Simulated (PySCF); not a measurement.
Molecule: SMILES C=C(Cl)/C=C\C, C5H7Cl.

Structure with atom numbers: `[CH2:1]=[C:2]([Cl:3])/[CH:4]=[CH:5]\[CH3:6]` (H(Xn): hydrogen on atom n). Ha(C1) is cis to Cl3; Hb(C1) is trans to Cl3.

Geometry PBE0-D3(BJ)/def2-SVP throughout; GIAO in PySCF 2.14, gas phase, one conformer, non-relativistic; equivalent atoms averaged; basis pcSseg-1.

For orientation, KT2 gives these absolute shieldings σ: C2 40.1, C5 54.8, C4 57.2, C1 70.4, C6 165.8, Cl3 694.0, H(C4) 25.44, Ha(C1) 26.00, Hb(C1) 26.00 ppm.

A run gave: C2 28.2, C5 43.2, C4 46.7, C1 59.8, C6 162.4, Cl3 668.0, H(C4) 25.25, Ha(C1) 25.86, Hb(C1) 25.89 ppm (absolute shieldings σ).

Which functional was used in that run?
A. PBE
B. OPBE
C. B97-D
D. WP04

Results:

A. C4 tells them apart best: PBE gives 46.7, WP04 gives 38.8, OPBE gives 57.8, B97-D gives 50.2 ppm.
